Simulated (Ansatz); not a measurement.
# C₄H₇N: one species, many methods

One table from this session's results is given with a row withheld; the runs are named, their logs left out.

The runs use Ansatz 0.2.0, Gaussian basis; functionals in def2-TZVPP, the program's frozen cores in correlated methods.

Plan: PBE-D4, r2SCAN-D4, PBE0-D4, B3LYP-D4, ωB97X-V, ωB97M-V, B2PLYP; CCSD(T)/def2-TZVPP; MP2/def2-QZVPP; extrapolation to the limit.

## The relaxed structure

An earlier PBE0-D4 in a triple-zeta def2 set relaxation fixed the geometry.

12 atoms, charge 0, spin multiplicity 1.

Atoms are counted from 1 here; the program's logs count them from 0.

Bond lengths: C1–N2 1.260 Å, C1–H6 1.089 Å, C1–H7 1.097 Å, N2–C3 1.400 Å, C3–C4 1.334 Å, C3–C5 1.493 Å, C4–H8 1.082 Å, C4–H9 1.083 Å, C5–H10 1.093 Å, C5–H11 1.094 Å, C5–H12 1.090 Å. Angles: N2–C1–H6 119.2°, N2–C1–H7 122.7°, H6–C1–H7 118.1°, C1–N2–C3 119.5°, N2–C3–C4 122.0°, N2–C3–C5 113.6°, C4–C3–C5 124.2°, C3–C4–H8 120.8°, C3–C4–H9 121.2°, H8–C4–H9 117.9°, C3–C5–H10 110.0°, C3–C5–H11 110.5°, C3–C5–H12 111.2°, H10–C5–H11 107.0°, H10–C5–H12 109.2°, H11–C5–H12 108.8°.

Coordinates:

```xyz
12
C4H7N
C    -1.18007    1.62723   -0.03424
N    -0.00127    1.20800    0.11900
C     0.23969   -0.17087    0.16399
C    -0.35895   -0.96503    1.05266
C     1.28605   -0.62767   -0.79804
H    -1.36895    2.69983   -0.02289
H    -2.03386    0.95468   -0.18124
H    -0.10231   -2.01441    1.11964
H    -1.07159   -0.57034    1.76640
H     2.21083   -0.06753   -0.63888
H     0.97018   -0.43667   -1.82797
H     1.48714   -1.69241   -0.68444
```

The first run:

in.yaml reads:

```yaml
crystal:
  periodic: [false, false, false]
  atoms:
    - {symbol: C, position_ang: [-1.180067, 1.627232, -0.034239]}
    - {symbol: N, position_ang: [-0.001269, 1.207997, 0.119002]}
    - {symbol: C, position_ang: [0.239686, -0.170874, 0.163988]}
    - {symbol: C, position_ang: [-0.358945, -0.965028, 1.052660]}
    - {symbol: C, position_ang: [1.286047, -0.627668, -0.798035]}
    - {symbol: H, position_ang: [-1.368952, 2.699827, -0.022886]}
    - {symbol: H, position_ang: [-2.033861, 0.954679, -0.181245]}
    - {symbol: H, position_ang: [-0.102308, -2.014409, 1.119636]}
    - {symbol: H, position_ang: [-1.071588, -0.570340, 1.766403]}
    - {symbol: H, position_ang: [2.210832, -0.067531, -0.638879]}
    - {symbol: H, position_ang: [0.970182, -0.436674, -1.827970]}
    - {symbol: H, position_ang: [1.487142, -1.692411, -0.684436]}
basis:
  gaussian: {orbitals: def2-TZVPP}
hamiltonian: {xc: pbe, dispersion: d4}
output: {forces: true, orbitals: {seedname: orbitals}}
```

Started as:

```bash
$ ansatz run in.yaml --threads 4 --pin off --events-out ev --progress --plain --max-ram 10444MiB
```

Steps of the session up to this table: PBE-D4 (GGA); r2SCAN-D4 (meta-GGA); PBE0-D4 (hybrid); B3LYP-D4 (hybrid); ωB97X-V (range-separated); ωB97M-V (range-separated); B2PLYP (double hybrid); CCSD(T) in def2-TZVPP; MP2 in def2-QZVPP.

One of the session's tables, all rows but one given; the rest of the session is left out.

| method | atoms, summed (eV) | atomisation energy (kcal/mol) |
| --- | --- | --- |
| PBE-D4 | ? | ? |
| r2SCAN-D4 | -5698.396 | 1182.1 |
| PBE0-D4 | -5694.597 | 1191.1 |
| B3LYP-D4 | -5702.336 | 1185.8 |
| ωB97X-V | -5700.135 | 1180.9 |
| ωB97M-V | -5699.069 | 1183.8 |
| B2PLYP | -5697.186 | 1172.0 |
| HF/def2-TZVPP | -5678.236 | 853.5 |
| MP2/def2-TZVPP | -5688.013 | 1167.0 |
| CCSD/def2-TZVPP | -5690.672 | 1129.4 |
| CCSD(T)/def2-TZVPP | -5690.955 | 1148.9 |
| MP2/CBS | -5689.690 | 1195.8 |
| CCSD(T)/CBS | -5692.631 | 1177.6 |

Estimate the missing values for PBE-D4.

The run gave: atoms, summed (eV): -5692.985; atomisation energy (kcal/mol): 1216.7. In the column «atoms, summed (eV)» it lies between PBE0-D4 (-5694.597) and CCSD(T)/CBS (-5692.631).

Caveats from the session: Free atoms (4 C, 1 N, 7 H) were run apart at each level; the atomisation energy is their sum less the molecule, without zero-point or spin-orbit terms.
